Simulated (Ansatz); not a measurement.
# SiNH (quintet): wave-function methods side by side, 6-31G

Aim: climb from Hartree-Fock through coupled cluster and multireference methods for SiNH (quintet) at one geometry and basis, and see what each rung misses.

Computed with Ansatz 0.2.0, Gaussian basis. Level: 6-31G, core rule «outside noble gas», up to 6 orbitals frozen.

Plan: UHF; CCSD(T) on ROHF; CCSD(T) on UHF; BCCD(T) on ROHF; CISD; CCSDT(Q) on ROHF; CCSDT(Q) on UHF; CCSDTQ on ROHF; CCSDTQ on UHF; CASSCF and MRCISD+Q, 10 electrons in 9 orbitals; CASSCF and NEVPT2, 10 electrons in 9 orbitals; Full CI.

4 further runs of the same task are left out: 4 set aside as unsound or not needed.

## (1) The geometry

The geometry is a PBE0/def2-TZVP stationary point (not a proven minimum) of the parent state, kept for this charge and spin.

3 atoms, charge 0, spin multiplicity 5.

Atoms are counted from 1 here; the program's logs count them from 0.

Bond lengths: Si1–N2 1.701 Å, N2–H3 1.020 Å. Angles: Si1–N2–H3 125.4°.

## (2) UHF

in.yaml

```yaml
crystal:
  periodic: [false, false, false]
  atoms:
    - {symbol: Si, position_ang: [0.000000, 0.032951, 0.605869]}
    - {symbol: N, position_ang: [0.000000, -0.113788, -1.088955]}
    - {symbol: H, position_ang: [0.000000, 0.663088, -1.749585]}
basis:
  gaussian: {orbitals: 6-31G}
magnetization: {spin_polarized: true, initial_magnetization: 4}
hamiltonian: {xc: hf}
output: {orbitals: {seedname: orbitals}}
```

Launch:

```sh
$ ansatz run in.yaml --threads 1 --pin off --events-out ev --progress --plain --max-ram 4096MiB --backend cpu
```

After this run come: CCSD(T) on ROHF; CCSD(T) on UHF; BCCD(T) on ROHF; CISD; CCSDT(Q) on ROHF; CCSDT(Q) on UHF; CCSDTQ on ROHF; CCSDTQ on UHF; CASSCF and MRCISD+Q, 10 electrons in 9 orbitals; CASSCF and NEVPT2, 10 electrons in 9 orbitals; Full CI.

**Question.** What will the summary of the whole plan be? Wanted: FCI below the RHF energy; RMP2 from FCI; UMP2 from FCI; RCCSD from FCI; RCCSD(T) from FCI; UCCSD(T) from FCI; RCCSDT(Q) from FCI; UCCSDT(Q) from FCI; NEVPT2 valence from FCI.

**Answer**, as computed:

```
                         quantity                                                                                                  value
         FCI below the RHF energy                                                                                             -3.2141 eV
                    RMP2 from FCI                                                                                             +541.9 meV
                    UMP2 from FCI                                                                                             +526.9 meV
                   RCCSD from FCI                                                                                              +68.4 meV
                RCCSD(T) from FCI                                                                                              +18.3 meV
                UCCSD(T) from FCI                                                                                              +17.1 meV
               RCCSDT(Q) from FCI                                                                                               +0.3 meV
               UCCSDT(Q) from FCI                                                                                               -0.5 meV
          NEVPT2 valence from FCI                                                                                             +399.6 meV
        MRCISD+Q valence from FCI                                                                                              +23.3 meV
levels within 1 kcal/mol (43 meV)  RCCSD(T), UCCSD(T), BCCD(T), RCCSDT, UCCSDT, RCCSDT(Q), UCCSDT(Q), RCCSDTQ, UCCSDTQ, MRCISD+Q valence
                    T1 diagnostic                                                                                                  0.035
   effectively unpaired electrons                                                                                                   4.02
```

RCCSD(T) misses by +18.3 meV, 0.6 % of the correlation energy. One determinant dominates. Of the multireference levels listed MRCISD+Q valence comes nearest in total energy (+23.3 meV), which doesn't show that its space is the better one. These misses are within one basis, not against nature; the frozen cores of restricted and unrestricted runs differ, which can shift their rows.
